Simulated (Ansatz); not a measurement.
# C3H4S: the cost of one run

All numbers below are computed with Ansatz 0.2.0 (UKS PBE0/def2-mTZVP).

## 1. The structure to begin with

Bond lengths: C1–C2 1.241 Å, C2–S3 1.719 Å, S3–C4 1.779 Å, C1–H5 1.028 Å, C4–H6 1.095 Å, C4–H7 1.062 Å, C4–H8 1.128 Å. Angles: C1–C2–S3 177.6°, C2–C1–H5 174.8°, C2–S3–C4 96.0°, S3–C4–H6 113.0°, S3–C4–H7 113.4°, S3–C4–H8 106.3°, H6–C4–H7 112.5°, H6–C4–H8 104.0°, H7–C4–H8 106.8°.

Structure file:

```xyz
8

C     2.0967   -0.3744    0.8349
C     0.9031   -0.6566    0.6442
S    -0.7325   -1.1164    0.3851
C    -1.1779    0.3156   -0.5717
H     3.0642   -0.0545    0.9668
H    -1.1465    1.2433    0.0085
H    -0.6472    0.3917   -1.4888
H    -2.2677    0.1943   -0.8349
```

## 2. End point A

Input file input.yaml:

```yaml
crystal:
  periodic: [false, false, false]
  atoms:
    - { symbol: C, position_ang: [2.0967, -0.3744, 0.8349] }
    - { symbol: C, position_ang: [0.9031, -0.6566, 0.6442] }
    - { symbol: S, position_ang: [-0.7325, -1.1164, 0.3851] }
    - { symbol: C, position_ang: [-1.1779, 0.3156, -0.5717] }
    - { symbol: H, position_ang: [3.0642, -0.0545, 0.9668] }
    - { symbol: H, position_ang: [-1.1465, 1.2433, 0.0085] }
    - { symbol: H, position_ang: [-0.6472, 0.3917, -1.4888] }
    - { symbol: H, position_ang: [-2.2677, 0.1943, -0.8349] }
magnetization:
  spin_polarized: true
basis:
  gaussian: { orbitals: def2-mTZVP }
hamiltonian:
  xc: pbe0
relax:
  f_tol: 0.02
  max_steps: 50
output:
  orbitals: {}
```

Run with:

```console
> ansatz run input.yaml --threads 2 --pin off --max-ram 3072MiB --backend cpu --events-out ev --progress --plain --runs-dir out
```

What time and memory should one allow on 2 threads of Intel Xeon Platinum 8488C (Sapphire Rapids), shared host?

About 11 s, with a peak of 0.24 GiB.
